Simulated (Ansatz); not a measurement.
Input for Ansatz (development build ahead of 0.2.0):

```yaml
crystal:
  periodic: [false, false, false]
  atoms:
    - { symbol: C, position_ang: [0.0, 0.0, 0.0] }
    - { symbol: H, position_ang: [0.0, 0.828, -0.567] }
    - { symbol: O, position_ang: [0.0, 0.0, 1.176] }
basis:
  gaussian: { orbitals: STO-3G }
magnetization:
  initial_magnetization: 1
hamiltonian:
  xc: hf
correlation:
  method: ccsd_t
  frozen_orbitals: { C: 1, H: 0, O: 1 }
```

The input is written out in the form of the current development build from the run's settings. Correlation on restricted open-shell orbitals is semicanonical, with singles.

Output:

* Converged: yes
* Reference energy: -111.71855 hartree
* CCSD correlation energy: -0.12879 hartree
* Triples correction: -0.00383 hartree
* Total energy: -111.85118 hartree
* Spin squared of the determinant: 0.750
